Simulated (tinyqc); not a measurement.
Inside a calculation (part 1 of 2). Method: UKS/BLYP in the sto-3g basis, for H2O, spin multiplicity 3. Computed by tinyqc, a small Python program that keeps every step (integrals from PySCF). Settings: charge = 0, multiplicity = 3, basis = sto-3g, energy threshold = 1e-10, iteration cap = 86, orthogonalisation = symmetric, start = core, DIIS depth = 0, shift = 0.2, method = UKS, functional = blyp, grid = [30, 50]. Command: `OMP_NUM_THREADS=1 python tinyqc.py 28913 28914 out.jsonl` (the two numbers bound the seeds that draw the settings). One thread of a shared host (Intel(R) Xeon(R) Processor @ 2.60GHz), about 3 s of CPU time with the checks. Later iterations appear only in the table of the cycle.

## One-electron integrals

Geometry (angstrom):
```
atom,x,y,z
O,0.000000,0.000000,0.000000
H,0.000000,0.910000,0.565000
H,0.000000,-0.922000,0.572000
```

Basis sto-3g: exponents (1/bohr^2) and contraction coefficients of normalised primitives:
```
element,l (shell),exponent,coefficient
O,s (1),130.709320,0.154329
O,s (1),23.808861,0.535328
O,s (1),6.443608,0.444635
O,s (2),5.033151,-0.099967
O,s (2),1.169596,0.399513
O,s (2),0.380389,0.700115
O,p (3),5.033151,0.155916
O,p (3),1.169596,0.607684
O,p (3),0.380389,0.391957
H,s (1),3.425251,0.154329
H,s (1),0.623914,0.535328
H,s (1),0.168855,0.444635
```

Overlap, kinetic and nuclear-attraction integrals over the contracted functions; the nuclear repulsion is the sum of Za Zb / Rab.

nuclear repulsion = 8.14282798 hartree

overlap S, lower triangle:
```
,1O 1s,1O 2s,1O 2px,1O 2py,1O 2pz,2H 1s,3H 1s
1O 1s,1.000000
1O 2s,0.236704,1.000000
1O 2px,0.000000,0.000000,1.000000
1O 2py,0.000000,0.000000,0.000000,1.000000
1O 2pz,0.000000,0.000000,0.000000,0.000000,1.000000
2H 1s,0.041141,0.403202,0.000000,0.298767,0.185498,1.000000
3H 1s,0.039801,0.394936,0.000000,-0.294338,0.182605,0.156092,1.000000
```

kinetic energy T (hartree), lower triangle:
```
,1O 1s,1O 2s,1O 2px,1O 2py,1O 2pz,2H 1s,3H 1s
1O 1s,29.003200
1O 2s,-0.168011,0.808128
1O 2px,0.000000,0.000000,2.528731
1O 2py,0.000000,0.000000,0.000000,2.528731
1O 2pz,0.000000,0.000000,0.000000,0.000000,2.528731
2H 1s,-0.007823,0.080643,0.000000,0.173613,0.107793,0.760032
3H 1s,-0.008141,0.075675,0.000000,-0.166308,0.103176,-0.007046,0.760032
```

nuclear attraction V (hartree), lower triangle:
```
,1O 1s,1O 2s,1O 2px,1O 2py,1O 2pz,2H 1s,3H 1s
1O 1s,-61.600202
1O 2s,-7.415463,-10.027749
1O 2px,0.000000,0.000000,-9.891448
1O 2py,-0.000266,-0.002870,0.000000,-10.027943
1O 2pz,-0.012908,-0.157076,0.000000,-0.001358,-9.944025
2H 1s,-1.321109,-3.132889,0.000000,-2.053017,-1.314192,-5.375677
3H 1s,-1.277570,-3.055662,0.000000,2.010684,-1.286608,-0.950651,-5.331095
```

core Hamiltonian H = T + V (hartree), lower triangle:
```
,1O 1s,1O 2s,1O 2px,1O 2py,1O 2pz,2H 1s,3H 1s
1O 1s,-32.597002
1O 2s,-7.583474,-9.219621
1O 2px,0.000000,0.000000,-7.362717
1O 2py,-0.000266,-0.002870,0.000000,-7.499212
1O 2pz,-0.012908,-0.157076,0.000000,-0.001358,-7.415294
2H 1s,-1.328932,-3.052247,0.000000,-1.879404,-1.206399,-4.615646
3H 1s,-1.285710,-2.979986,0.000000,1.844376,-1.183432,-0.957697,-4.571063
```

## Two-electron integrals

Functions are numbered as in S; the eight-fold symmetry (ij|kl) = (ji|kl) = (kl|ij) leaves the list below.

Two-electron integrals (ij|kl) in chemists' order, unique and non-zero (hartree):
```
i,j,k,l,(ij|kl)
1,1,1,1,4.785065
2,1,1,1,0.741380
2,1,2,1,0.136873
2,2,1,1,1.118947
2,2,2,1,0.256633
2,2,2,2,0.817206
3,1,3,1,0.024477
3,2,3,1,0.037809
3,2,3,2,0.180518
3,3,1,1,1.115814
3,3,2,1,0.256684
3,3,2,2,0.817023
3,3,3,3,0.880159
4,1,4,1,0.024477
4,2,4,1,0.037809
4,2,4,2,0.180518
4,3,4,3,0.047444
4,4,1,1,1.115814
4,4,2,1,0.256684
4,4,2,2,0.817023
4,4,3,3,0.785270
4,4,4,4,0.880159
5,1,5,1,0.024477
5,2,5,1,0.037809
5,2,5,2,0.180518
5,3,5,3,0.047444
5,4,5,4,0.047444
5,5,1,1,1.115814
5,5,2,1,0.256684
5,5,2,2,0.817023
5,5,3,3,0.785270
5,5,4,4,0.785270
5,5,5,5,0.880159
6,1,1,1,0.130538
6,1,2,1,0.023908
6,1,2,2,0.044579
6,1,3,3,0.044491
6,1,4,1,0.000936
6,1,4,2,0.001758
6,1,4,4,0.044685
6,1,5,1,0.000581
6,1,5,2,0.001091
6,1,5,4,0.000120
6,1,5,5,0.044566
6,1,6,1,0.004230
6,2,1,1,0.330147
6,2,2,1,0.076725
6,2,2,2,0.272023
6,2,3,3,0.267302
6,2,4,1,0.004903
6,2,4,2,0.038075
6,2,4,4,0.277334
6,2,5,1,0.003044
6,2,5,2,0.023640
6,2,5,4,0.006229
6,2,5,5,0.271169
6,2,6,1,0.013678
6,2,6,2,0.113832
6,3,3,1,0.007874
6,3,3,2,0.046396
6,3,4,3,0.007829
6,3,5,3,0.004861
6,3,6,3,0.015887
6,4,1,1,0.206548
6,4,2,1,0.048605
6,4,2,2,0.183979
6,4,3,3,0.175707
6,4,4,1,0.010587
6,4,4,2,0.070660
6,4,4,4,0.197825
6,4,5,1,0.001684
6,4,5,2,0.015065
6,4,5,4,0.008871
6,4,5,5,0.178197
6,4,6,1,0.009033
6,4,6,2,0.093539
6,4,6,4,0.091859
6,5,1,1,0.128241
6,5,2,1,0.030178
6,5,2,2,0.114229
6,5,3,3,0.109093
6,5,4,1,0.001684
6,5,4,2,0.015065
6,5,4,4,0.113103
6,5,5,1,0.008920
6,5,5,2,0.055749
6,5,5,4,0.010319
6,5,5,5,0.120361
6,5,6,1,0.005608
6,5,6,2,0.058076
6,5,6,4,0.047169
6,5,6,5,0.045173
6,6,1,1,0.482128
6,6,2,1,0.113857
6,6,2,2,0.464032
6,6,3,3,0.445568
6,6,4,1,0.009104
6,6,4,2,0.098516
6,6,4,4,0.485127
6,6,5,1,0.005652
6,6,5,2,0.061166
6,6,5,4,0.024561
6,6,5,5,0.460818
6,6,6,1,0.020458
6,6,6,2,0.248742
6,6,6,4,0.233247
6,6,6,5,0.144818
6,6,6,6,0.774606
7,1,1,1,0.126248
7,1,2,1,0.023125
7,1,2,2,0.043125
7,1,3,3,0.043040
7,1,4,1,-0.000904
7,1,4,2,-0.001700
7,1,4,4,0.043228
7,1,5,1,0.000561
7,1,5,2,0.001054
7,1,5,4,-0.000116
7,1,5,5,0.043113
7,1,6,1,0.004018
7,1,6,2,0.012751
7,1,6,4,0.007731
7,1,6,5,0.005233
7,1,6,6,0.018865
7,1,7,1,0.003957
7,2,1,1,0.321969
7,2,2,1,0.074836
7,2,2,2,0.265642
7,2,3,3,0.261013
7,2,4,1,-0.004784
7,2,4,2,-0.037280
7,2,4,4,0.270853
7,2,5,1,0.002968
7,2,5,2,0.023128
7,2,5,4,-0.006105
7,2,5,5,0.264800
7,2,6,1,0.012856
7,2,6,2,0.086730
7,2,6,4,0.049710
7,2,6,5,0.042907
7,2,6,6,0.151540
7,2,7,1,0.012907
7,2,7,2,0.108918
7,3,3,1,0.007648
7,3,3,2,0.045182
7,3,4,3,-0.007648
7,3,5,3,0.004745
7,3,6,3,0.011561
7,3,7,3,0.015133
7,4,1,1,-0.202402
7,4,2,1,-0.047633
7,4,2,2,-0.180515
7,4,3,3,-0.172415
7,4,4,1,0.010306
7,4,4,2,0.069029
7,4,4,4,-0.194063
7,4,5,1,-0.001649
7,4,5,2,-0.014794
7,4,5,4,0.008686
7,4,5,5,-0.174860
7,4,6,1,-0.007834
7,4,6,2,-0.050047
7,4,6,4,-0.017712
7,4,6,5,-0.024266
7,4,6,6,-0.079846
7,4,7,1,-0.008560
7,4,7,2,-0.089933
7,4,7,4,0.088530
7,5,1,1,0.125569
7,5,2,1,0.029551
7,5,2,2,0.111989
7,5,3,3,0.106965
7,5,4,1,-0.001649
7,5,4,2,-0.014794
7,5,4,4,0.110906
7,5,5,1,0.008671
7,5,5,2,0.054360
7,5,5,4,-0.010093
7,5,5,5,0.117971
7,5,6,1,0.005296
7,5,6,2,0.043026
7,5,6,4,0.024180
7,5,6,5,0.032525
7,5,6,6,0.081759
7,5,7,1,0.005311
7,5,7,2,0.055793
7,5,7,4,-0.045535
7,5,7,5,0.043382
7,6,1,1,0.095846
7,6,2,1,0.022456
7,6,2,2,0.085790
7,6,3,3,0.084001
7,6,4,1,-0.000006
7,6,4,2,-0.000072
7,6,4,4,0.086029
7,6,5,1,0.001432
7,6,5,2,0.013053
7,6,5,4,-0.000016
7,6,5,5,0.087248
7,6,6,1,0.003947
7,6,6,2,0.034549
7,6,6,4,0.024713
7,6,6,5,0.019851
7,6,6,6,0.076418
7,6,7,1,0.003819
7,6,7,2,0.033878
7,6,7,4,-0.024421
7,6,7,5,0.019532
7,6,7,6,0.012931
7,7,1,1,0.476584
7,7,2,1,0.112562
7,7,2,2,0.459494
7,7,3,3,0.441295
7,7,4,1,-0.008933
7,7,4,2,-0.097225
7,7,4,4,0.480302
7,7,5,1,0.005542
7,7,5,2,0.060317
7,7,5,4,-0.024199
7,7,5,5,0.456309
7,7,6,1,0.019280
7,7,6,2,0.153738
7,7,6,4,0.080501
7,7,6,5,0.082669
7,7,6,6,0.287046
7,7,7,1,0.019562
7,7,7,2,0.242269
7,7,7,4,-0.228266
7,7,7,5,0.141614
7,7,7,6,0.076418
7,7,7,7,0.774606
```

## Orthogonalisation

S = U s U^T; symmetric (Loewdin) form X = U s^(-1/2) U^T, so that X^T S X = 1.

eigenvalues of S: 0.422838  0.495657  0.896656  1.000000  1.084721  1.348496  1.751632

X, lower triangle:
```
,1O 1s,1O 2s,1O 2px,1O 2py,1O 2pz,2H 1s,3H 1s
1O 1s,1.023747
1O 2s,-0.137970,1.170948
1O 2px,0.000000,0.000000,1.000000
1O 2py,-0.000205,0.002669,0.000000,1.089790
1O 2pz,-0.006860,0.067191,0.000000,0.001070,1.030295
2H 1s,0.019983,-0.239088,0.000000,-0.196649,-0.107908,1.141364
3H 1s,0.019599,-0.231382,0.000000,0.192464,-0.105002,-0.054018,1.135028
```

## Starting guess

The start is the orbitals of the core Hamiltonian; D(s) = C_occ C_occ^T for each spin.

D(alpha) at the start, lower triangle:
```
,1O 1s,1O 2s,1O 2px,1O 2py,1O 2pz,2H 1s,3H 1s
1O 1s,1.067525
1O 2s,-0.308734,1.468351
1O 2px,0.000000,0.000000,1.000000
1O 2py,-0.006929,0.066097,0.000000,1.174131
1O 2pz,-0.026075,0.184481,0.000000,0.025919,1.083089
2H 1s,0.085057,-0.638426,0.000000,-0.314003,-0.279285,1.206514
3H 1s,0.051918,-0.318622,0.000000,0.110111,-0.154464,0.405754,0.187721
```

D(beta) at the start, lower triangle:
```
,1O 1s,1O 2s,1O 2px,1O 2py,1O 2pz,2H 1s,3H 1s
1O 1s,1.065415
1O 2s,-0.288050,1.265568
1O 2px,0.000000,0.000000,0.000000
1O 2py,-0.000596,0.004008,0.000000,1.155120
1O 2pz,-0.018030,0.105609,0.000000,0.001769,1.052411
2H 1s,0.035619,-0.153748,0.000000,-0.165601,-0.090770,0.048072
3H 1s,0.034626,-0.149099,0.000000,0.162017,-0.088528,0.000570,0.046001
```

## Iteration 1: exchange-correlation on the grid

Becke grid with 30 radial and 50 angular points per atom, points of zero weight dropped. rho = sum D_ij phi_i phi_j; V_xc,ij = sum w v_xc phi_i phi_j plus the gradient terms; v_xc is d(rho eps)/d rho(s) for spin s at fixed gradient.

The 16 grid points with the largest w rho, of 4491 (bohr, atomic units):
```
x,y,z,w,rho(alpha),rho(beta),eps_xc,v_xc(alpha)
0.000000,0.704702,-0.704702,0.056307,0.292858,0.291691,-0.689134,-0.846940
0.000000,-0.704702,-0.704702,0.056315,0.292145,0.291543,-0.688572,-0.846638
0.000000,-0.856645,-0.856645,0.095307,0.167132,0.166496,-0.595789,-0.696856
0.000000,0.856645,-0.856645,0.095270,0.166699,0.166526,-0.595853,-0.696160
0.300486,-0.901457,-0.300486,0.049151,0.296243,0.277049,-0.686811,-0.847725
-0.300486,-0.901457,-0.300486,0.049151,0.296243,0.277049,-0.686811,-0.847725
-0.300486,0.901457,-0.300486,0.049048,0.296979,0.277301,-0.687735,-0.847703
0.300486,0.901457,-0.300486,0.049048,0.296979,0.277301,-0.687735,-0.847703
0.000000,0.572886,-0.572886,0.032211,0.437608,0.434653,-0.769673,-0.974217
-0.300486,-0.300486,0.901457,0.048248,0.301388,0.279124,-0.691540,-0.850379
0.300486,-0.300486,0.901457,0.048248,0.301388,0.279124,-0.691540,-0.850379
0.000000,-0.572886,-0.572886,0.032212,0.434931,0.434347,-0.768748,-0.972586
-0.704702,0.000000,0.704702,0.056088,0.302419,0.194766,-0.666283,-0.842565
0.704702,0.000000,0.704702,0.056088,0.302419,0.194766,-0.666283,-0.842565
-0.300486,0.300486,0.901457,0.048032,0.300218,0.279145,-0.691506,-0.848969
0.300486,0.300486,0.901457,0.048032,0.300218,0.279145,-0.691506,-0.848969
```

electrons on the grid, sum of w rho = 10.000057

E_xc = sum of w rho eps_xc = -9.90826113 hartree

V_xc(alpha) (hartree), lower triangle:
```
,1O 1s,1O 2s,1O 2px,1O 2py,1O 2pz,2H 1s,3H 1s
1O 1s,-3.138803
1O 2s,-0.439980,-0.842613
1O 2px,0.000000,0.000000,-0.829676
1O 2py,-0.000319,-0.004814,0.000000,-0.842583
1O 2pz,-0.001353,-0.005594,0.000000,-0.003473,-0.837867
2H 1s,-0.078124,-0.268503,0.000000,-0.185458,-0.115378,-0.531622
3H 1s,-0.075518,-0.242839,0.000000,0.153173,-0.096715,-0.073875,-0.359511
```

V_xc(beta) (hartree), lower triangle:
```
,1O 1s,1O 2s,1O 2px,1O 2py,1O 2pz,2H 1s,3H 1s
1O 1s,-3.124010
1O 2s,-0.427988,-0.776572
1O 2px,0.000000,0.000000,-0.695536
1O 2py,-0.000056,-0.001775,0.000000,-0.808837
1O 2pz,-0.001076,-0.002654,0.000000,-0.001001,-0.807188
2H 1s,-0.076191,-0.232238,0.000000,-0.150140,-0.093240,-0.307969
3H 1s,-0.073681,-0.222326,0.000000,0.140717,-0.087915,-0.063114,-0.264200
```

## Iteration 1: building the Kohn-Sham matrix

J_ij = sum D_kl (ij|kl) with D = D(alpha) + D(beta); F = H + J + V_xc; E = tr D H + tr D J / 2 + E_xc + E_nn.

Coulomb J (hartree), lower triangle:
```
,1O 1s,1O 2s,1O 2px,1O 2py,1O 2pz,2H 1s,3H 1s
1O 1s,18.037160
1O 2s,3.418648,8.463680
1O 2px,0.000000,0.000000,8.379293
1O 2py,0.006046,0.066067,0.000000,8.502919
1O 2pz,0.008637,0.054017,0.000000,0.017110,8.485273
2H 1s,0.598082,2.806967,0.000000,1.917318,1.193147,4.929980
3H 1s,0.577901,2.673521,0.000000,-1.772715,1.124364,0.868561,4.502193
```

F(alpha) (hartree), lower triangle:
```
,1O 1s,1O 2s,1O 2px,1O 2py,1O 2pz,2H 1s,3H 1s
1O 1s,-17.698645
1O 2s,-4.604806,-1.598554
1O 2px,0.000000,0.000000,0.186900
1O 2py,0.005462,0.058383,0.000000,0.161124
1O 2pz,-0.005625,-0.108653,0.000000,0.012278,0.232112
2H 1s,-0.808974,-0.513782,0.000000,-0.147544,-0.128630,-0.217288
3H 1s,-0.783327,-0.549305,0.000000,0.224834,-0.155783,-0.163011,-0.428381
```

F(beta) (hartree), lower triangle:
```
,1O 1s,1O 2s,1O 2px,1O 2py,1O 2pz,2H 1s,3H 1s
1O 1s,-17.683852
1O 2s,-4.592813,-1.532513
1O 2px,0.000000,0.000000,0.321041
1O 2py,0.005724,0.061422,0.000000,0.194869
1O 2pz,-0.005347,-0.105713,0.000000,0.014751,0.262791
2H 1s,-0.807042,-0.477517,0.000000,-0.112226,-0.106492,0.006365
3H 1s,-0.781490,-0.528792,0.000000,0.212378,-0.146983,-0.152250,-0.333070
```

total energy of this density = -74.04466496 hartree

## Iteration 1: diagonalisation and new density

A level shift of 0.2 hartree raises the virtual space: F + shift (S - S D(s) S), with D(s) the density of one spin. Diagonalise F' = X^T F X, C = X C', fill 6 alpha and 4 beta electrons from the bottom; D(s) = C_occ C_occ^T. Each column has its largest component positive (the first on a tie).

F' = X^T F X (alpha) (hartree), lower triangle:
```
,1,2,3,4,5,6,7
1,-17.337951
2,-2.515759,-0.618427
3,0.000000,0.000000,0.186900
4,-0.001242,0.056336,0.000000,0.337707
5,-0.021270,-0.007368,0.000000,0.008748,0.291905
6,-0.103009,-0.260839,0.000000,-0.248636,-0.143059,0.048337
7,-0.093988,-0.255501,0.000000,0.269877,-0.151432,-0.116788,-0.032799
```

orbital energies (alpha) (hartree): MO1 -17.710401, MO2 -0.555406, MO3 -0.144530, MO4 0.068912, MO5 0.186900, MO6 0.412390, MO7 0.617806

coefficients C (alpha):
```
,MO1,MO2,MO3,MO4,MO5,MO6,MO7
1O 1s,0.992912,-0.200242,-0.034644,-0.182015,0.000000,-0.083784,-0.024556
1O 2s,0.030758,0.662145,0.126688,0.884763,0.000000,0.500815,0.127766
1O 2px,0.000000,0.000000,0.000000,0.000000,1.000000,0.000000,0.000000
1O 2py,-0.000366,-0.078566,0.423400,-0.081808,0.000000,-0.104182,1.029746
1O 2pz,0.002771,0.121081,0.003110,-0.413339,0.000000,0.947463,0.074341
2H 1s,-0.006515,0.247082,0.567342,-0.520703,0.000000,-0.461236,-0.739369
3H 1s,-0.006561,0.361797,-0.545428,-0.547042,0.000000,-0.578373,0.575322
```

F' = X^T F X (beta) (hartree), lower triangle:
```
,1,2,3,4,5,6,7
1,-17.324604
2,-2.513294,-0.540907
3,0.000000,0.000000,0.521041
4,-0.001020,0.057409,0.000000,0.368876
5,-0.021078,-0.003099,0.000000,0.009066,0.321593
6,-0.101609,-0.311833,0.000000,-0.261901,-0.151816,0.475850
7,-0.093322,-0.278263,0.000000,0.276879,-0.157550,-0.061361,0.100999
```

orbital energies (beta) (hartree): MO1 -17.695080, MO2 -0.454355, MO3 -0.025497, MO4 0.213152, MO5 0.521041, MO6 0.550088, MO7 0.813498

coefficients C (beta):
```
,MO1,MO2,MO3,MO4,MO5,MO6,MO7
1O 1s,0.993094,-0.215974,0.097376,0.108172,0.000000,0.095655,0.068629
1O 2s,0.029971,0.753286,-0.418099,-0.526223,0.000000,-0.568034,-0.403313
1O 2px,0.000000,0.000000,0.000000,0.000000,1.000000,0.000000,0.000000
1O 2py,-0.000394,-0.108559,-0.491830,0.257874,0.000000,0.538027,-0.808523
1O 2pz,0.002669,0.133055,0.041076,0.726326,0.000000,-0.684401,-0.270906
2H 1s,-0.006224,0.099383,-0.331976,0.331630,0.000000,0.294940,1.047098
3H 1s,-0.006344,0.344022,0.592889,0.296649,0.000000,0.871954,-0.273831
```

D(alpha) after iteration 1, lower triangle:
```
,1O 1s,1O 2s,1O 2px,1O 2py,1O 2pz,2H 1s,3H 1s
1O 1s,1.067320
1O 2s,-0.309438,1.489054
1O 2px,0.000000,0.000000,1.000000
1O 2py,0.024320,-0.122950,0.000000,0.202987
1O 2pz,-0.025750,0.189450,0.000000,-0.073092,1.083214
2H 1s,0.057819,-0.456413,0.000000,0.311453,-0.190114,0.866840
3H 1s,0.087963,-0.603400,0.000000,-0.154348,-0.279780,0.331604,1.062202
```

D(beta) after iteration 1, lower triangle:
```
,1O 1s,1O 2s,1O 2px,1O 2py,1O 2pz,2H 1s,3H 1s
1O 1s,1.054064
1O 2s,-0.230561,1.020055
1O 2px,0.000000,0.000000,0.000000
1O 2py,0.003057,-0.011853,0.000000,0.320181
1O 2pz,0.056482,-0.299074,0.000000,0.152653,0.546947
2H 1s,-0.024099,0.038964,0.000000,0.238008,0.240442,0.230102
3H 1s,0.009222,-0.145033,0.000000,-0.252447,0.285574,-0.064217,0.557909
```

## Iteration 2: exchange-correlation on the grid

As before.

The 16 grid points with the largest w rho, of 4491 (bohr, atomic units):
```
x,y,z,w,rho(alpha),rho(beta),eps_xc,v_xc(alpha)
0.300486,-0.300486,-0.901457,0.050405,0.265104,0.238415,-0.660328,-0.816459
-0.300486,-0.300486,-0.901457,0.050405,0.265104,0.238415,-0.660328,-0.816459
0.704702,0.000000,-0.704702,0.056406,0.280578,0.166319,-0.645188,-0.821327
-0.704702,0.000000,-0.704702,0.056406,0.280578,0.166319,-0.645188,-0.821327
0.000000,-0.704702,-0.704702,0.056315,0.206116,0.234994,-0.635746,-0.756655
0.365275,-0.365275,-1.095824,0.085588,0.151889,0.134816,-0.571609,-0.671684
-0.365275,-0.365275,-1.095824,0.085588,0.151889,0.134816,-0.571609,-0.671684
0.856645,0.000000,-0.856645,0.095782,0.160697,0.093132,-0.558881,-0.672444
-0.856645,0.000000,-0.856645,0.095782,0.160697,0.093132,-0.558881,-0.672444
0.000000,-0.856645,-0.856645,0.095307,0.118034,0.133482,-0.550787,-0.625271
0.300486,0.300486,-0.901457,0.050405,0.266335,0.203744,-0.648899,-0.813544
-0.300486,0.300486,-0.901457,0.050405,0.266335,0.203744,-0.648899,-0.813544
0.365275,0.365275,-1.095824,0.085588,0.152998,0.114813,-0.562243,-0.668624
-0.365275,0.365275,-1.095824,0.085588,0.152998,0.114813,-0.562243,-0.668624
-0.704702,0.000000,0.704702,0.056088,0.301351,0.100770,-0.643400,-0.824218
0.704702,0.000000,0.704702,0.056088,0.301351,0.100770,-0.643400,-0.824218
```

electrons on the grid, sum of w rho = 10.000182

E_xc = sum of w rho eps_xc = -9.19097266 hartree

V_xc(alpha) (hartree), lower triangle:
```
,1O 1s,1O 2s,1O 2px,1O 2py,1O 2pz,2H 1s,3H 1s
1O 1s,-3.123319
1O 2s,-0.427657,-0.798310
1O 2px,0.000000,0.000000,-0.805411
1O 2py,0.001660,0.009269,0.000000,-0.753612
1O 2pz,-0.001033,-0.014010,0.000000,0.003263,-0.817056
2H 1s,-0.075760,-0.259275,0.000000,-0.175098,-0.117494,-0.528349
3H 1s,-0.073505,-0.256390,0.000000,0.178248,-0.117132,-0.079294,-0.545752
```

V_xc(beta) (hartree), lower triangle:
```
,1O 1s,1O 2s,1O 2px,1O 2py,1O 2pz,2H 1s,3H 1s
1O 1s,-3.100491
1O 2s,-0.411431,-0.707600
1O 2px,0.000000,0.000000,-0.643022
1O 2py,0.000154,0.002007,0.000000,-0.724247
1O 2pz,0.003551,0.014893,0.000000,-0.016904,-0.737152
2H 1s,-0.073146,-0.233824,0.000000,-0.164878,-0.103737,-0.450478
3H 1s,-0.070634,-0.232399,0.000000,0.167961,-0.102189,-0.071950,-0.501910
```

## Iteration 2: building the Kohn-Sham matrix

As before.

Coulomb J (hartree), lower triangle:
```
,1O 1s,1O 2s,1O 2px,1O 2py,1O 2pz,2H 1s,3H 1s
1O 1s,16.710375
1O 2s,3.123104,7.771166
1O 2px,0.000000,0.000000,7.702665
1O 2py,-0.006989,-0.049449,0.000000,7.784404
1O 2pz,0.006515,0.115298,0.000000,0.002805,7.802356
2H 1s,0.545983,2.609283,0.000000,1.766218,1.145129,4.742437
3H 1s,0.528733,2.584575,0.000000,-1.794090,1.142570,0.848062,4.896724
```

F(alpha) (hartree), lower triangle:
```
,1O 1s,1O 2s,1O 2px,1O 2py,1O 2pz,2H 1s,3H 1s
1O 1s,-19.009945
1O 2s,-4.888027,-2.246766
1O 2px,0.000000,0.000000,-0.465463
1O 2py,-0.005595,-0.043051,0.000000,-0.468419
1O 2pz,-0.007426,-0.055788,0.000000,0.004710,-0.429993
2H 1s,-0.858710,-0.702239,0.000000,-0.288283,-0.178764,-0.401557
3H 1s,-0.830482,-0.651801,0.000000,0.228534,-0.157994,-0.188930,-0.220092
```

F(beta) (hartree), lower triangle:
```
,1O 1s,1O 2s,1O 2px,1O 2py,1O 2pz,2H 1s,3H 1s
1O 1s,-18.987118
1O 2s,-4.871801,-2.156055
1O 2px,0.000000,0.000000,-0.303074
1O 2py,-0.007100,-0.050312,0.000000,-0.439055
1O 2pz,-0.002841,-0.026885,0.000000,-0.015456,-0.350090
2H 1s,-0.856095,-0.676787,0.000000,-0.278063,-0.165007,-0.323686
3H 1s,-0.827611,-0.627811,0.000000,0.218247,-0.143050,-0.181586,-0.176250
```

total energy of this density = -74.86024014 hartree
